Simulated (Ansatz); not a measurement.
**BH (triplet): from Hartree-Fock to the top rungs at distance B1–H2 = 1.327 Å, cc-pVQZ**

One table from this session's results is given with a row withheld; the runs are named, their logs left out.

Method: cc-pVQZ, core rule «outside noble gas», up to 1 orbitals frozen; program: Ansatz 0.2.0, Gaussian basis.

Plan: UHF; CCSD(T) on ROHF; CCSD(T) on UHF; BCCD(T) on ROHF; CCSDT(Q) on ROHF; CCSDT(Q) on UHF; CASSCF and NEVPT2, 4 electrons in 5 orbitals; Full CI.

17 further runs of the same task are left out: 10 that didn't finish, 7 set aside as unsound or not needed.

## The geometry

The geometry derives from a PBE0/def2-TZVP stationary point (not a proven minimum). One bond is set to the value named and the two fragments are kept rigid.

2 atoms, charge 0, spin multiplicity 3.

Atoms are counted from 1 here; the program's logs count them from 0.

Bond lengths: B1–H2 1.327 Å.

The first run:

File in.yaml:

```yaml
crystal:
  periodic: [false, false, false]
  atoms:
    - {symbol: B, position_ang: [0.000000, 0.000000, 0.000000]}
    - {symbol: H, position_ang: [0.000000, 0.000000, 1.327000]}
basis:
  gaussian: {orbitals: cc-pVQZ}
magnetization: {spin_polarized: true, initial_magnetization: 2}
hamiltonian: {xc: hf}
output: {orbitals: {seedname: orbitals}}
```

Command:

```
> ansatz run in.yaml --threads 1 --pin off --events-out ev --progress --plain --max-ram 2393MiB
```

Among the steps run: UHF; CCSD(T) on ROHF; CCSD(T) on UHF; BCCD(T) on ROHF; CCSDT(Q) on ROHF; CCSDT(Q) on UHF; CASSCF and NEVPT2, 4 electrons in 5 orbitals; Full CI.

One table of the session follows, with a row left open; its other results are not shown here.

It belongs to the step «Misses and costs». 

| method | from FCI (meV) |
| --- | --- |
| ROHF | +1972.6 |
| UHF | +1933.4 |
| RMP2 | ? |
| UMP2 | +451.0 |
| RCCSD | +63.3 |
| UCCSD | +61.5 |
| RCCSD(T) | +14.2 |
| UCCSD(T) | +13.3 |
| BCCD(T) | +13.8 |
| RCCSDT | +0.6 |
| UCCSDT | -0.1 |
| RCCSDT(Q) | 0.0 |
| UCCSDT(Q) | -0.7 |
| CASSCF valence | +1275.0 |
| NEVPT2 valence | +376.3 |
| FCI | 0 |

**Question.** Estimate the row for RMP2.

As computed: from FCI (meV): +456.6. In the column «from FCI (meV)» it lies between UMP2 (+451.0) and CASSCF valence (+1275.0).

Caveats from the session: Levels on UHF freeze UHF's core orbitals, full CI those of ROHF, so the U rows can settle a little off it for that reason alone. Restricted and unrestricted rows rest on different reference determinants; where their highest levels disagree by more than a few hundredths of an eV, they describe different states and don't form one ladder.
